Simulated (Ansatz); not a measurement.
## How far a parabola holds: energy against volume of zinc-blende GaP

Zinc-blende GaP was calculated with PBE in Ansatz (plane waves, PAW). Numerical settings: plane-wave cutoff 520 eV, 10×10×10 k mesh, Fermi–Dirac smearing 0.01 eV, scalar-relativistic PAW data made under PBE. The cell has no free parameter but its volume, all volumes share cutoff and mesh, and the runs aren't spin-polarised. Energies are free energies at the run's smearing, counted from the lowest row; static lattice.

| V (Å³/atom) | E (meV/atom) |
|---|---|
| 19.614 | ? |
| 20.032 | 8.62 |
| 20.449 | 2.08 |
| 20.866 | 0.00 |
| 21.284 | 1.93 |
| 21.701 | 7.44 |

Taking a parabola for E over the 5 complete rows: With u = V - 20.9, the rows have u = -0.8680, -0.4510, -0.0340, 0.3840, 0.8010. Least squares gives E = -0.011 + 0.1714·u + 11.5352·u². Residuals (row less fit): 0.089, -0.178, 0.003, 0.174, -0.087; standard error 0.197 (degrees of freedom: 2). The fitted curve has its minimum at V = 20.9, where E = -0.01. Its curvature is d²E/dV² = 2 × 11.5352 meV/Å⁶, so B = V0·d²E/dV² × 0.1602 = 77.2 GPa.

What does the fit predict for E at V = 19.614, and how far is the calculated value from it?

u = -1.2860, so E = -0.011 + 0.1714 × (-1.2860) + 11.5352 × (-1.2860)² = 18.845 meV/atom. The calculation gives 20.16 meV/atom, 1.315 meV/atom above the prediction (6.5 % of the range of E in the table). The row lies outside the fitted rows, so this is an extrapolation. From the scatter of the fitted rows alone, a prediction at this place has a standard error of 0.467 meV/atom, so the miss is 2.8 times that.

The residuals are curvature that a parabola lacks, not noise. A solid that stiffens under compression and softens on expansion lies above the parabola at the compressed end and under it at the expanded end, as this row does. A third-order Birch-Murnaghan fit to the whole scan has B0 = 76.7 GPa. Only scans are tabulated whose curvature falls smoothly with volume, and where the parabola meets the shown rows within 5 % of their range and misses the end by 0.1 meV or more.

Measured, for comparison: bulk modulus 89.6 GPa (0 K value with the zero-point phonon effect removed; as tabulated in Mejia-Rodriguez and Trickey (2018), arXiv:1807.09216). Computed less measured: bulk modulus -14 %.

Ansatz is a quantum-chemistry and plane-wave program.
